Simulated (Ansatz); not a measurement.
**Redistribution: C4H9FO + C4H7F → C3H6F2O + C5H10**

Species: C4H9FO `CCCOCF`, singlet; C4H7F `C/C=C(/C)F`, singlet; C3H6F2O `FCCOCF`, singlet; C5H10 (2-methyl-2-butene) `CC=C(C)C`, singlet. The partners trade CH3 for F; both sit on C, so the bond types are kept.

Shapes, held fixed at every level: PBE0-D4/def2-TZVP. Flexible molecules stand in one conformer, not always the lowest. Programs: Ansatz 0.2.0. Electronic energies: no zero-point or thermal term.

```json
{"level": "HF/def2-TZVPP", "kind": "Hartree–Fock", "ΔE (kJ/mol)": "+13.4", "less CCSD(T)/CBS estimate": "-1.6"}
{"level": "PBE-D4/def2-TZVPP", "kind": "GGA", "ΔE (kJ/mol)": "+19.4", "less CCSD(T)/CBS estimate": "+4.4"}
{"level": "B3LYP-D4/def2-TZVPP", "kind": "global hybrid", "ΔE (kJ/mol)": "+16.3", "less CCSD(T)/CBS estimate": "+1.3"}
{"level": "PBE0-D4/def2-TZVPP", "kind": "global hybrid", "ΔE (kJ/mol)": "+17.8", "less CCSD(T)/CBS estimate": "+2.8"}
{"level": "wB97M-V/def2-TZVPP", "kind": "range-separated hybrid", "ΔE (kJ/mol)": "+18.7", "less CCSD(T)/CBS estimate": "+3.7"}
{"level": "MP2/def2-TZVPP", "kind": "perturbation theory", "ΔE (kJ/mol)": "+13.8", "less CCSD(T)/CBS estimate": "-1.2"}
{"level": "CCSD(T)/CBS estimate", "kind": "coupled cluster or CI", "ΔE (kJ/mol)": "+15.0", "less CCSD(T)/CBS estimate": "0.0"}
```

The highest level, CCSD(T)/CBS estimate, gives ΔE = +15.0 kJ/mol; the levels span +13.4 to +19.4. The column of differences is taken from that level and isn't an error. No measured value is set beside it here. The CBS estimate extrapolates MP2 from def2-TZVPP and def2-QZVPP and adds CCSD(T) − MP2 in the triple-zeta set, cores frozen.
